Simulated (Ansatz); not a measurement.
Cost and result for the atomization energy of C₃H₄F₂ (`F[C@H]1C[C@@H]1F`) (9 atoms, 9 bonds).

Z-matrix (Å, degrees):
```
C
C 1 1.495
C 1 1.476 2 60.4
F 1 1.360 2 118.7 3 108.1
H 1 1.084 2 118.7 3 -108.5
H 2 1.083 1 116.7 3 108.5
H 2 1.083 1 118.3 3 -105.8
F 3 1.360 1 118.3 2 -108.8
H 3 1.084 1 118.6 2 108.6
```

Charge 0, multiplicity 1. The geometry is a stationary point of PBE0-D4/def2-TZVP. Program: Ansatz. Hardware: A = 2 threads of an AMD EPYC 7R13 on a shared host; B = 2 threads of an AMD EPYC 7R13 on a shared host and a share of an NVIDIA H100 80 GB. Times are those of one run each, without the atoms' runs, and a repeat can differ threefold. Electronic energies, without spin–orbit coupling; frozen cores. CCSD(T)/CBS extrapolates def2-TZVPP and def2-QZVPP, and its time is that of the two runs behind it. T1 = 0.011. B3LYP takes the VWN-RPA correlation (the form of Gaussian; ORCA's B3LYP/G).

CCSD(T)/CBS is a level of theory with its own doubt, some kJ/mol a heavy atom from the limit and from the frozen cores, so smaller differences don't rank the functionals.

| level | functions | wall time | atomization (kJ/mol) | difference from CCSD(T)/CBS | per bond |
| --- | --- | --- | --- | --- | --- |
| revPBE-D4/def2-TZVPP [A] | 211 | 2.8 s | 3641.9 | 30.7 | 3.4 |
| PBE-D4/def2-TZVPP (with forces) [A] | 211 | 3 s | 3758.8 | 147.6 | 16.4 |
| PBE0-D4/def2-TZVPP [A] | 211 | 3.3 s | 3665.0 | 53.8 | 6.0 |
| BHLYP-D4/def2-TZVPP [A] | 211 | 3.9 s | 3475.5 | -135.7 | -15.1 |
| B3LYP-D4/def2-TZVPP (with forces) [A] | 211 | 5 s | 3613.9 | 2.7 | 0.3 |
| r2SCAN-D4/def2-TZVPP (with forces) [A] | 211 | 5.5 s | 3643.9 | 32.7 | 3.6 |
| r2SCANh-D4/def2-TZVPP [A] | 211 | 6 s | 3614.3 | 3.1 | 0.3 |
| CCSD(T)/def2-SVP [A] | 90 | 7.5 s | 3462.7 | -148.5 | -16.5 |
| CCSD(T)/def2-TZVPP [B] | 211 | 8.1 s | 3523.6 | -87.6 | -9.7 |
| B97M-V/def2-TZVPP [A] | 211 | 9 s | 3630.8 | 19.6 | 2.2 |
| ωB97M-V/def2-TZVPP (with forces) [A] | 211 | 11 s | 3638.6 | 27.4 | 3.0 |
| CCSD(T)/def2-QZVPP [B] | 405 | 25 s | 3575.3 | -35.9 | -4.0 |
| CCSD(T)/CBS(def2) | – | 33 s | 3611.2 | 0.0 | 0.0 |

From PBE to PBE0 (25 % exact exchange), in def2-TZVPP and without D4, the atomization energy moves by −91.6 kJ/mol: exact exchange takes away binding that semilocal exchange gives to molecules. At CCSD(T), def2-SVP lies −148.5 kJ/mol from the extrapolated value and def2-TZVPP −87.6 kJ/mol: correlation converges slowly with the basis, and small sets miss more of it in the bonded molecule than in its fragments. In def2-TZVPP, CCSD(T) changes the Hartree–Fock value by +930.9 kJ/mol (the triples alone add +60.9 kJ/mol) and MP2 by +1031.6 kJ/mol; breaking electron pairs costs correlation energy, which Hartree–Fock lacks.
